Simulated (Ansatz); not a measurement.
Species: C₃H₇, SMILES `C[CH]C` (charge 0, multiplicity 2).

Q: Give a relaxed geometry from PBE-D3(BJ)/def2-TZVP run with Ansatz (a first-principles code).

A: the end point of this relaxation (outside a Z-matrix the atoms follow the SMILES, hydrogens last).
Bonds (Å): C1–C2 1.485, C1–H4 1.111, C1–H5 1.105, C1–H6 1.099, C2–C3 1.485, C2–H7 1.091, C3–H8 1.099, C3–H9 1.111, C3–H10 1.105. Angles (°): C2–C1–H4 112.1, C2–C1–H5 111.6, C2–C1–H6 112.3, H4–C1–H5 105.5, H4–C1–H6 106.9, H5–C1–H6 108.2, C1–C2–C3 120.8, C1–C2–H7 119.1, C3–C2–H7 119.1, C2–C3–H8 112.3, C2–C3–H9 112.1, C2–C3–H10 111.6, H8–C3–H9 106.9, H8–C3–H10 108.1, H9–C3–H10 105.5.
